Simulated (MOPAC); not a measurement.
MOPAC input (AM1):

```
AM1 1SCF GEO-OK AUX(PRECISION=9) THREADS=1
O2S

S    -0.01709357 1    0.00412436 1    0.36533252 1
O     0.02559840 1    1.23445278 1   -0.37891730 1
O     0.00858873 1   -1.24270151 1   -0.35174774 1
```

From the output:

```
                                                       MOPAC v23.2.5 Linux

          FINAL HEAT OF FORMATION =        -43.56660 KCAL/MOL =    -182.28265 KJ/MOL

          COSMO AREA              =         74.97 SQUARE ANGSTROMS
          COSMO VOLUME            =         57.38 CUBIC ANGSTROMS

          IONIZATION POTENTIAL    =         10.231701 EV
          HOMO LUMO ENERGIES (EV) =        -10.232 -1.194
          NO. OF FILLED LEVELS    =          9
          MOLECULAR WEIGHT        =         64.0588         POINT GROUP:  C2v

          MOLECULAR DIMENSIONS (Angstroms)

            Atom       Atom       Distance
            O     3    O     2     2.47736
            O     2    S     1     0.73151
            S     1    O     2     0.00000

          SCF CALCULATIONS        =          1

   ATOM   CHEMICAL          X               Y               Z
  NUMBER   SYMBOL      (ANGSTROMS)     (ANGSTROMS)     (ANGSTROMS)

     1       S         -0.01709357  *   0.00412436  *   0.36533252  *
     2       O          0.02559840  *   1.23445278  *  -0.37891730  *
     3       O          0.00858873  *  -1.24270151  *  -0.35174774  *

                             CARTESIAN COORDINATES

   1    S       -0.017093570     0.004124360     0.365332520
   2    O        0.025598400     1.234452780    -0.378917300
   3    O        0.008588730    -1.242701510    -0.351747740

           Empirical Formula: O2 S  =     3 atoms

      MOLECULAR POINT GROUP   :   C2v

                  EIGENVALUES
 -37.61728 -36.75563 -19.86311 -17.02701 -16.80904 -16.11102 -12.91332 -12.40995
 -10.23170  -1.19355   1.56311   2.34667

              NET ATOMIC CHARGES AND DIPOLE CONTRIBUTIONS

  ATOM NO.   TYPE          CHARGE      No. of ELECS.   s-Pop       p-Pop
    1          S           1.454660        4.5453     1.71847     2.82687
    2          O          -0.727330        6.7273     1.93355     4.79378
    3          O          -0.727330        6.7273     1.93355     4.79378
 DIPOLE           X         Y         Z       TOTAL
 POINT-CHG.    -0.239     0.058     5.105     5.111
 HYBRID         0.081    -0.019    -1.725     1.727
 SUM           -0.158     0.038     3.380     3.384

          ATOMIC ORBITAL ELECTRON POPULATIONS

     Atom    s        px        py        pz
    1  S   1.71847   0.86578   0.78821   1.17288
    2  O   1.93355   1.56786   1.41011   1.81581
    3  O   1.93355   1.56812   1.40108   1.82458

 **********************
 *                    *
 * JOB ENDED NORMALLY *
 *                    *
 **********************

 == MOPAC DONE ==
```

The geometry given is a B3LYP-D3(BJ)/def2-TZVP minimum.
